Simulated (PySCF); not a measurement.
C4H3FO.
Cartesian coordinates in Å at the PBE0-D3(BJ)/def2-SVP level; atoms count from 1:
```xyz
9
C4H3FO angstrom
F      2.373   -0.805    0.020
C      1.135   -0.393    0.009
C      0.588    0.849   -0.044
C     -0.828    0.611   -0.026
C     -0.995   -0.737    0.035
O      0.218   -1.355    0.056
H      1.120    1.795   -0.088
H     -1.618    1.358   -0.056
H     -1.861   -1.391    0.069
```

The closed-shell ground state was solved at several levels (PySCF, density fitting, gas phase, non-relativistic).

```tsv
level	basis functions	total energy (Eh)	HOMO (eV)	LUMO (eV)	gap (eV)	dipole (D)
B3LYP/pcJ-1	192	-329.2616	-6.47	0.08	6.55	1.64
PBE0/pcSseg-1	117	-328.8696	-6.69	0.32	7.01	1.60
KT2/pcSseg-2	258	-334.5259	-5.54	-0.69	4.85	1.44
```

Problem. What might CAM-B3LYP/def2-SVPD (150 basis functions) give for the same quantities?

Solution. Total energy -328.9002 Eh, HOMO -8.05 eV, LUMO 1.29 eV, gap 9.34 eV, dipole 1.77 D.

Problem. Over all these levels, which gives the widest orbital gap and which the narrowest?

Solution. CAM-B3LYP/def2-SVPD (range-separated hybrid) has the widest, 9.34 eV, and KT2/pcSseg-2 (GGA) the narrowest, 4.85 eV. Functional and basis both differ between the two, so the spread mixes both effects.

Problem. How far do the dipole and the HOMO energy spread over the levels?

Solution. The dipole runs from 1.44 to 1.77 D (mean 1.61 D) and the HOMO from -8.05 to -5.54 eV.
